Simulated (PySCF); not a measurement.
TDDFT excited states: [C4H7FP]+

C4H7FP (charge +1).
SMILES: `[PH2+]1CC=C(F)C1`

The calculation used TDDFT PBE0/def2-SVPD, vertical, gas phase, core orbitals frozen in the response in PySCF. Geometry: GFN2-xTB; no solvent, vibrations or thermal averaging.

```tsv
state	E (eV)	E (hartree)	f	main configurations (H = HOMO, L = LUMO)
S1	5.52	0.2029	0.0004	H→L (100%)
S2	5.94	0.2181	0.0002	H→L+1 (98%)
S3	6.19	0.2276	0.014	H→L+2 (94%)
S4	6.95	0.2554	0.0003	H→L+4 (97%)
S5	7.33	0.2695	0.198	H→L+3 (87%)
S6	8.33	0.3063	0.0009	H→L+5 (97%)
S7	8.56	0.3147	0.0016	H→L+6 (90%)
S8	8.78	0.3225	0.051	H-1→L (81%)
```

Triplets (Tamm–Dancoff): T1 4.45 eV, H→L+3 (74%), H→L+2 (21%); T2 5.45 eV, H→L (98%); T3 5.88 eV, H→L+1 (98%).

The lowest singlet comes at 225 nm (533 kJ/mol) in the ultraviolet; it is dark (f under 0.0005); its leading configuration is HOMO→LUMO (100%). The strongest level in the table is S5 at 7.33 eV (169 nm, f = 0.198). Löwdin shares by element: HOMO carbon 71% or more, fluorine 13% (atoms not listed hold the other 16%); LUMO phosphorus 44%, carbon 23% or more, hydrogen 10% or more (atoms not listed hold the other 23%). Of the 8 states listed, 3 reach f = 0.01 and 3 stay under 0.0005. The listed states span 3.26 eV, and the widest gap between neighbours is 1.00 eV (S5 to S6). Orbital energies (eV): HOMO-3 -16.36, HOMO-2 -16.01, HOMO-1 -15.22, HOMO -12.12, LUMO -5.34, LUMO+1 -4.95, LUMO+2 -4.77. The window holds the lowest 8 singlets.
